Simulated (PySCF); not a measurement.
Species: chlorocyclopentane, C5H9Cl.
InChI=1S/C5H9Cl/c6-5-3-1-2-4-5/h5H,1-4H2

Method: TDDFT B3LYP/def2-SVPD, vertical, gas phase, core orbitals frozen in the response (PySCF 2.14.0, density-fitted response routines). The structure is a single PBE0-D3(BJ)/def2-SVP conformer in the gas phase; no vibrational or solvent corrections.

Computed states:

```json
{"state": "S1", "E (eV)": "7.13", "f": "0.0027"}
{"state": "S2", "E (eV)": "7.17", "f": "0.0024"}
{"state": "S3", "E (eV)": "7.42", "f": "0.020"}
{"state": "S4", "E (eV)": "7.53", "f": "0.016"}
{"state": "S5", "E (eV)": "8.05", "f": "0.010"}
{"state": "S6", "E (eV)": "8.15", "f": "0.022"}
{"state": "S7", "E (eV)": "8.25", "f": "0.0051"}
{"state": "S8", "E (eV)": "8.43", "f": "0.0027"}
{"state": "S9", "E (eV)": "8.48", "f": "0.0007"}
{"state": "S10", "E (eV)": "8.49", "f": "0.019"}
```

Each state is given a Gaussian of 0.4 eV full width at half maximum, with ε(max) = 2.175×10⁸ f / Δν̃ (Δν̃ the width in cm⁻¹). The width is an assumption, not a result. The curve ends short of the highest state used, and states not computed would add to its high-energy end.

Question: What does the envelope look like, and where are its maxima?

Answer: 
(E (eV), ε (L mol⁻¹ cm⁻¹)): (6.53, 1), (6.55, 1), (6.58, 1), (6.60, 2), (6.63, 4), (6.65, 5), (6.68, 9), (6.70, 12), (6.73, 19), (6.75, 25), (6.77, 32), (6.80, 47), (6.82, 60), (6.85, 83), (6.87, 103), (6.90, 138), (6.92, 165), (6.95, 214), (6.97, 251), (7.00, 315), (7.02, 363), (7.05, 445), (7.07, 507), (7.10, 613), (7.12, 692), (7.15, 825), (7.17, 924), (7.20, 1088), (7.22, 1208), (7.25, 1399), (7.27, 1531), (7.29, 1665), (7.32, 1863), (7.34, 1987), (7.37, 2153), (7.39, 2244), (7.42, 2343), (7.44, 2380), (7.47, 2388), (7.49, 2361), (7.52, 2273), (7.54, 2186), (7.57, 2019), (7.59, 1890), (7.62, 1681), (7.64, 1539), (7.67, 1333), (7.69, 1207), (7.72, 1046), (7.74, 962), (7.77, 878), (7.79, 852), (7.81, 852), (7.84, 899), (7.86, 961), (7.89, 1094)

Maxima: 166 nm (7.46 eV), ε about 2400, made up of S3 (56%) and S4 (42%) (ε in L mol⁻¹ cm⁻¹; maxima over ε = 5, shares over 10%). At its high-energy end, 7.89 eV, the curve is still rising (ε about 1100, from S4, S5 and S6).

Question: Coming from long wavelengths, where does ε first pass 100 L mol⁻¹ cm⁻¹?

Answer: At about 181 nm (6.87 eV), 0.26 eV below S1.

Question: What would ε be at 7.46 eV, the highest of these maxima, with half the width (0.2 eV)?

Answer: About 3940 L mol⁻¹ cm⁻¹ against 2390, a factor of about 1.6; a lone state at its own centre would give exactly 2.

All these states lie below the vertical ionisation energy of 10.30 eV (ΔSCF).
